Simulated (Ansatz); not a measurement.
C₃H₅FOS (`FC1(S)CCO1`), relaxed with RKS PBE-D4/def2-SVP in the Gaussian-basis code of Ansatz from a rough embedded geometry. The force threshold is 0.03 eV/Å; the program also tests the step.

The species carries charge 0 and has multiplicity 1.

Start:

```xyz
11

F    -0.719   -0.470    1.782
C    -0.135    0.215    0.715
S    -0.011    1.970    1.089
C    -0.676   -0.006   -0.617
C     0.518   -0.915   -0.868
O     1.157   -0.342    0.302
H     0.813    1.846    2.197
H    -1.635   -0.554   -0.671
H    -0.758    0.880   -1.366
H     0.355   -1.951   -0.774
H     1.092   -0.673   -1.791
```

```json
{"step": "1", "energy (eV)": "-18767.7377", "largest force (eV/Å)": "4.123", "largest move (Å)": "0.000"}
{"step": "2", "energy (eV)": "-18768.1441", "largest force (eV/Å)": "1.460", "largest move (Å)": "0.079"}
{"step": "3", "energy (eV)": "-18768.1987", "largest force (eV/Å)": "0.514", "largest move (Å)": "0.038"}
{"step": "4", "energy (eV)": "-18768.2061", "largest force (eV/Å)": "0.257", "largest move (Å)": "0.036"}
{"step": "5", "energy (eV)": "-18768.2136", "largest force (eV/Å)": "0.119", "largest move (Å)": "0.029"}
{"step": "6", "energy (eV)": "-18768.2197", "largest force (eV/Å)": "0.133", "largest move (Å)": "0.084"}
{"step": "7", "energy (eV)": "-18768.2220", "largest force (eV/Å)": "0.329", "largest move (Å)": "0.109"}
{"step": "8", "energy (eV)": "-18768.2259", "largest force (eV/Å)": "0.203", "largest move (Å)": "0.024"}
{"step": "9", "energy (eV)": "-18768.2285", "largest force (eV/Å)": "0.105", "largest move (Å)": "0.054"}
{"step": "10", "energy (eV)": "-18768.2307", "largest force (eV/Å)": "0.131", "largest move (Å)": "0.135"}
{"step": "11", "energy (eV)": "-18768.2317", "largest force (eV/Å)": "0.121", "largest move (Å)": "0.026"}
{"step": "12", "energy (eV)": "-18768.2323", "largest force (eV/Å)": "0.043", "largest move (Å)": "0.022"}
{"step": "13", "energy (eV)": "-18768.2324", "largest force (eV/Å)": "0.028", "largest move (Å)": "0.013"}
```

End:

```xyz
11

F    -0.930   -0.195    1.800
C    -0.189    0.222    0.728
S     0.256    1.999    0.940
C    -0.772   -0.095   -0.658
C     0.563   -0.832   -0.858
O     0.912   -0.639    0.541
H     1.017    1.765    2.046
H    -1.649   -0.763   -0.568
H    -1.003    0.760   -1.320
H     0.517   -1.910   -1.121
H     1.280   -0.312   -1.529
```

Hardware: 4 threads of an Arm Neoverse V2 on a shared host. Wall time 18 s, peak host memory 0.16 GiB.
